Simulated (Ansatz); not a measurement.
System: diamond. Method: PBE-D3(BJ) (plane waves, PAW; Ansatz, a program for electronic structure).

Settings: plane-wave cutoff 520 eV, 16×16×16 k mesh, scalar-relativistic PAW data made under PBE.

Cell (relaxed at this level):

Space group Fd-3m, origin choice 1 (No. 227); a = 3.557 Å, b = 3.557 Å, c = 3.557 Å, α = 90.00°, β = 90.00°, γ = 90.00°

```
atom  site  symmetry       x       y       z
----  ----  --------  ------  ------  ------
C       8a      -43m  0.0000  0.0000  0.0000
```
(The calculation used a cell of 2 atoms; values per cell refer to that cell.)

What does this level give for the elastic constant C12, elastic constant C44, elastic constant C11, polycrystal shear modulus (Hill average) and Poisson ratio?


* **elastic constant C12**: 129 GPa
* **elastic constant C44**: 574 GPa
* **elastic constant C11**: 1068 GPa
* **polycrystal shear modulus (Hill average)**: 530 GPa
* **Poisson ratio**: 0.072

Measured, for comparison: elastic constant C12 125 GPa, elastic constant C44 579 GPa, elastic constant C11 1081 GPa (low temperature, zero-point motion not removed; as tabulated in Tanner et al. (2021), arXiv:2110.11888). Computed (rounded) less measured: elastic constant C12 +3 %, elastic constant C44 -0.9 %, elastic constant C11 -1 %.

Note: the dispersion coefficients are held fixed in the derivatives.

Elastic constants are with the ions relaxed.

Static lattice: no zero-point or thermal effects.

Cost on a shared machine: very roughly 70 core-seconds.
